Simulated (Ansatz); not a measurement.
Ansatz (a first-principles code) input (CCSD(T)/cc-pV(Q+d)Z): A basis named .json is the Basis Set Exchange file of that set (core-valence sets with the plain set on hydrogen).

Ansatz 0.2 input:
```yaml
crystal:
  periodic: [false, false, false]
  atoms:
    - {symbol: P, position_ang: [0.00032744, 0.00049281, 0.06308582]}
    - {symbol: H, position_ang: [-0.03026407, 1.34802484, -0.32583010]}
    - {symbol: H, position_ang: [1.18225281, -0.65296472, -0.31649250]}
    - {symbol: H, position_ang: [-1.15690038, -0.70245221, -0.30396469]}
basis:
  gaussian:
    orbitals: cc-pV_Q+d_Z.json
total_charge: 1
magnetization: {spin_polarized: true, initial_magnetization: 1}
correlation: {method: ccsd_t, frozen_orbitals: {H: 0, P: 1}}
```

Output:

```
Functional definition: HF
integrals: 0.63 GiB planned
908 factors; integrals over basis functions are off by at most 7.4e-4 eV
mean field: 0.38 GiB planned
mean field evaluation 1: about -9310.3789 eV, gradient 8.9e0 eV
mean field evaluation 2: about -9310.3794 eV, gradient 8.9e0 eV
mean field evaluation 4: about -9311.1630 eV, gradient 1.0e0 eV
mean field evaluation 8: about -9311.1831 eV, gradient 2.6e-4 eV
mean field evaluation 16: about -9311.1808 eV, gradient 3.2e-1 eV
mean field -9311.18306387 eV, -342.1796662506 hartree, gradient 3.3e-6 eV, S^2 0.757776; 0 other end points of the search recorded, 0 dependent functions left out
1 core orbitals not correlated
reference -9311.18306387 eV, -342.1796662506 hartree; 8, 7 occupied and 145, 146 virtual orbitals, 908 factors
second order -6.81855309 eV of doubles, -0.00000000 eV of singles
coupled cluster: 1.69 GiB planned
cycle   1  -7.31666639 eV  change   -5.0e-1 eV  update   5.2e-2
cycle   2  -7.53062194 eV  change   -2.1e-1 eV  update   1.9e-2
cycle   3  -7.53496719 eV  change   -4.3e-3 eV  update   5.6e-3
cycle   4  -7.53363711 eV  change    1.3e-3 eV  update   2.1e-3
cycle   5  -7.53403690 eV  change   -4.0e-4 eV  update   7.8e-4
cycle   6  -7.53394472 eV  change    9.2e-5 eV  update   2.6e-4
cycle   7  -7.53399763 eV  change   -5.3e-5 eV  update   8.8e-5
cycle   8  -7.53403073 eV  change   -3.3e-5 eV  update   2.3e-5
cycle   9  -7.53401968 eV  change    1.1e-5 eV  update   7.1e-6
perturbative correction -0.16953641 eV, -0.0062303480 hartree
Total energy: -9318.88661995 eV, -342.4627667150 hartree
```
